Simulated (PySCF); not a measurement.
These are PBE0-D3(BJ)/def2-TZVP run with PySCF 2.14.0 values and carry that method's errors. Isolated molecules, 0 K electronic values unless said otherwise. 

Reference species (SMILES): `C=[SiH]` (neutral, multiplicity 2).

The dipole moment is 0.63 D.

Changed species: `[CH]=C` (radical fragment; the reference has radical fragment).

**Question.** Give the shifts of the dipole moment.

**Answer.** the dipole moment rises by 0.07 D, to 0.70 D.
